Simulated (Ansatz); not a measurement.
A nudged elastic band was laid between two geometries of C₂H₆FNO (11 atoms, charge 0, multiplicity 1).

Method: RHF/def2-SVP (Ansatz 0.2.0).

```
movable images  : 5
climbing image  : yes
spring          : 20.0 eV/Å²
optimiser       : quadratic models (default)
start path      : through a guess of the saddle point
force threshold : 0.03 eV/Å
iteration limit : 60
end points      : relaxed
```

First end point:

```xyz
11
Properties=species:S:1:pos:R:3
N -1.230 0.898 -1.239
C -0.060 0.578 -0.512
O -0.256 -0.557 0.306
C 0.762 -0.901 1.126
F 1.833 -1.337 0.417
H -2.006 1.075 -0.627
H -1.488 0.153 -1.861
H 0.758 0.383 -1.204
H 0.220 1.424 0.123
H 0.424 -1.715 1.763
H 1.107 -0.057 1.730
```

Last end point:

```xyz
11
Properties=species:S:1:pos:R:3
N -0.615 0.556 -1.211
C 0.188 1.044 0.066
O -0.186 0.059 1.017
C 0.681 -0.962 1.130
F 0.579 -1.786 0.028
H -1.600 0.375 -1.054
H -0.194 -0.308 -1.517
H -0.513 1.234 -1.949
H -0.405 1.918 0.350
H 0.415 -1.563 1.997
H 1.714 -0.623 1.164
```

Q: What changes between the two ends?

A: Bonds broken: C2–H8. Bonds formed: N1–H8.

Q: What energy profile does the band end with?

A: The forces met the threshold. The highest image is number 3 of 0 to 6, 4.16 eV above the first end and 1.38 eV above the last; the last end lies 2.78 eV above the first. Beside the main top the profile has a ripple of under 15 meV (maxima at images 1, 3), which may be a very shallow well or noise. Neighbouring images differ by up to 4.1 eV, so the band resolves the path poorly. Another band between the same ends (5 images) ends at a top of the same energy, where a vibrational analysis finds 1 clearly imaginary mode. The orbitals stay closed-shell, which can raise the energy where a bond breaks towards radicals; this wasn't checked here.

```tsv
image	path coordinate (Å)	energy (eV)	C2–H8 (Å)	N1–H8 (Å)
0	0.00	0.00	1.09	2.05
1	2.03	0.03	1.09	2.05
2	4.06	0.02	1.09	2.06
3	6.08	4.16	1.34	1.15
4	6.76	3.02	2.00	1.00
5	7.43	2.84	2.14	1.01
6	8.10	2.78	2.14	1.01
```

Q: What is the geometry of the highest image?

A: 
```xyz
11
Properties=species:S:1:pos:R:3
N -0.769 0.526 -1.307
C -0.089 0.964 0.097
O -0.235 -0.066 1.004
C 0.787 -0.952 1.060
F 0.776 -1.749 -0.050
H -1.637 0.956 -1.573
H -0.739 -0.468 -1.442
H 0.283 0.981 -1.190
H -0.703 1.798 0.416
H 0.638 -1.592 1.925
H 1.754 -0.455 1.081
```

The run took 100 s on 2 threads of Arm Neoverse V2 (shared host), peak memory 0.19 GiB.
